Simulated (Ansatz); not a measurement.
# C3H3FO, SMILES C=C=C(O)F: a ladder of methods at one geometry

With the Python package of Ansatz (0.2.0).

Typed at the interpreter:
```pycon
>>> from pathlib import Path
>>> import ansatz as az
>>> import numpy as np
>>> geometry_ang = [
...     ("C", (-0.5177, 1.3205, -0.2697)),
...     ("C", (0.0935, 0.2733, -0.0359)),
...     ("C", (0.7283, -0.81, 0.1974)),
...     ("O", (0.1437, -1.9806, 0.3102)),
...     ("F", (2.1003, -0.7943, 0.3458)),
...     ("H", (-0.9325, 2.0011, 0.5279)),
...     ("H", (-0.6921, 1.7032, -1.2973)),
...     ("H", (-0.8314, -1.7703, 0.1658)),
... ]
>>> geometry = az.Crystal.molecule()
>>> for symbol, xyz in geometry_ang:
...     geometry = geometry.atom(symbol, xyz)
...
>>> calc = geometry.calculation().basis(gaussian="cc-pVDZ")
>>> print("functional    E (Ha)        dipole (D)   HOMO (eV)  LUMO (eV)")
functional    E (Ha)        dipole (D)   HOMO (eV)  LUMO (eV)
>>> for name in ["pbe", "hf", "revpbe", "pbe0", "r2scan"]:
...     rep = calc.functional(name).forces().orbitals().run(threads=1, runs_dir="runs").report
...     lines = Path(rep["orbitals_path"]).read_text().splitlines()
...     field_of = lambda key: [line.split("=")[1].strip() for line in lines if line.startswith(key)]
...     orbitals = [(27.211386 * float(e), s, float(n)) for e, s, n in zip(field_of("Ene="), field_of("Spin="), field_of("Occup="))]
...     homo = max(e for e, _, n in orbitals if n > 0.5)
...     lumo = min(e for e, _, n in orbitals if n < 0.5)
...     dipole = 4.803205 * np.linalg.norm(rep["charge_distribution"]["dipole_moment_e_ang"])
...     print(f"{name:10s} {rep['free_energy_ev'] / 27.211386246:14.6f} {dipole:9.3f} {homo:11.3f} {lumo:10.3f}")
...
pbe           -290.785840     2.349      -5.080     -0.993
hf            -289.564915     3.063      -9.478      4.013
revpbe        -291.020340     2.312      -5.036     -0.901
pbe0          -290.792883     2.616      -6.433      0.005
r2scan        -290.959879     2.525      -5.389     -0.835
```

Caveats:
- Total energies depend on the basis set; only differences at equal settings carry meaning.
- The geometry is a force-field or estimated start, not a minimum of this method, and the basis set is short of its limit. A lower total doesn't mark the better method: functionals have no common bound, and MP2 and coupled cluster aren't variational.
- Levels such as HOMO and LUMO are orbital energies: with these approximate functionals they aren't the ionisation energy and electron affinity, and their gap isn't the fundamental gap.
- Run time: 13 s on 1 thread of Arm Neoverse V1 (shared host), peak memory 0.22 GiB.
